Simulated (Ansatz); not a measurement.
`O=C=C(O)F` + H₂O → `O=C=C(O)O` + H–F at 500 K and 1 bar (formal hydrolysis of a C–F bond).

Isolated molecules relaxed with PBE0-D4/def2-TZVP in Ansatz; ΔE leaves out vibrations. CCSD(T)/CBS is the MP2 limit (def2-TZVPP, def2-QZVPP) plus CCSD(T) − MP2 in def2-TZVPP, frozen cores. This one scheme is used for every species. Each species was taken in one conformer, which may not be the lowest.

| species | CCSD(T)/CBS energy (Eh) | H − E (kJ/mol) | S (J/(mol·K)) |
| --- | --- | --- | --- |
| `O=C=C(O)F` | -326.75186 | 112.2 | 339.3 |
| H₂O | -76.37941 | 73.2 | 206.3 |
| `O=C=C(O)O` | -302.74556 | 147.2 | 342.1 |
| H–F | -100.39570 | 39.4 | 188.7 |

H − E and S are ideal-gas, rigid-rotor, harmonic terms from PBE0-D4/def2-TZVP, for one conformer and one mirror image of each species. 1 Eh = 2625.50 kJ/mol, R = 8.31446 J/(mol·K).

**Question.** By hand: ΔE, ΔH, ΔS and ΔG.

**Answer.** ΔE = (-302.74556) + (-100.39570) − (-326.75186) − (-76.37941) = -0.00999 Eh = -26.2 kJ/mol. Δ(H − E) = 147.2 + 39.4 − 112.2 − 73.2 = 1.2, so ΔH = -25.0 kJ/mol. ΔS = 342.1 + 188.7 − 339.3 − 206.3 = -14.8 J/(mol·K). ΔG = -25.0 − 500 × (-14.8)/1000 = -17.6 kJ/mol.

**Question.** By hand: the equilibrium constant, and the temperature at which ΔG would vanish if ΔH and ΔS stayed fixed.

**Answer.** log₁₀ K = −ΔG/(RT ln 10) = 1.8. ΔG = 0 at ΔH/ΔS = 1689 K, though so small a ΔS makes that figure unsure.

The number of gas molecules stays the same, so ΔS is small and ΔH decides. A doubt of 5 kJ/mol in ΔE shifts log₁₀ K by 0.5 here. Other conformers and mirror images would add mixing entropy, several J/(mol·K) or more a flexible species. These are equilibria of isolated gas molecules and say nothing of rates. Largest T1 diagnostic: 0.016 (customary marks: 0.02 for closed shells, 0.045 for open ones).
